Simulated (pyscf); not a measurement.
HO–SiH₂–O–SiH₃ + hydrogen (H₂) → disiloxane (H₃Si–O–SiH₃) + water (H₂O), a four-centre exchange (singlet surface; O–Si, H–H broken, H–Si, H–O formed). Optimised with ωB97X-D3(BJ)/def2-SVP in PySCF. Energies in kJ/mol from the separated reactants.

AM1 to PM7: differences of heats of formation from MOPAC. 

Task: Quick PM7 single points give ΔE‡ = 374.3 kJ/mol and ΔE = +222.4 kJ/mol. What does ωB97M-D3(BJ)/def2-TZVP give, and how far is the quick result from it?

Result: ωB97M-D3(BJ)/def2-TZVP gives ΔE‡ = 236.4 kJ/mol and ΔE = +94.9 kJ/mol. PM7 lies 137.8 kJ/mol over it in the barrier and 127.5 kJ/mol over it in the reaction energy, so on this step it does not hold to within 12.6 kJ/mol. ωB97M-D3(BJ)/def2-TZVP has limits of its own. One saddle was located; it need not be the lowest between these sides.
